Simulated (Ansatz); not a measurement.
`[AlH2][SiH2]P` + H–F → `F[SiH2]P` + `[AlH3]`  (cleavage of the Si–Al bond)

Gas-phase electronic energies from Ansatz, PBE0-D4/def2-TZVP geometries. CBS: MP2 limit from def2 TZ/QZ plus the TZ coupled-cluster correction, frozen cores. This one scheme is used for every species. Functionals use def2-TZVPP. One conformer a species, not always the lowest.

`[AlH2][SiH2]P`:

```xyz
9

Al   -1.898   -0.560   -0.373
Si    0.546   -0.337   -0.452
P     1.279    0.610    1.474
H    -2.575   -1.248    0.888
H    -2.817   -0.019   -1.550
H     1.033    0.391   -1.659
H     1.168   -1.695   -0.484
H     2.554    0.975    0.963
H     0.710    1.882    1.193
```

H–F:

Cartesian coordinates in Å:
```
F -0.207 -0.392 -0.121
H 0.207 0.392 0.121
```

`F[SiH2]P`:

```xyz
7

F     2.054   -0.098    0.467
Si    0.640    0.464   -0.033
P    -0.978   -0.877    0.754
H     0.449    1.820    0.539
H     0.703    0.538   -1.514
H    -0.898   -1.777   -0.341
H    -1.970   -0.070    0.127
```

`[AlH3]`:

Z-matrix (Å, degrees):
```
Al
H 1 1.586
H 1 1.586 2 120.0
H 1 1.586 2 120.0 3 -179.9
```

CCSD(T)/CBS gives -115.9 kJ/mol.

Q: Another level gave -117.0 kJ/mol. Which?
A. HF/def2-TZVPP
B. LC-ωPBE/def2-TZVPP
C. BLYP/def2-TZVPP
D. PBE-D4/def2-TZVPP

A: B. LC-ωPBE -117.0, BLYP -126.2, HF/def2-TZVPP -148.5, PBE-D4 -96.1 kJ/mol.

Largest T1 diagnostic among the species: 0.014.

At CCSD(T), def2-SVP lies +5.1 kJ/mol from the extrapolated value and def2-TZVPP +0.1 kJ/mol. Leaving LDA and LC-ωPBE aside and taking each functional with its dispersion term where it has one, the values, not all of them listed here, spread over 38.0 kJ/mol, from B97M-V to revPBE-D4.
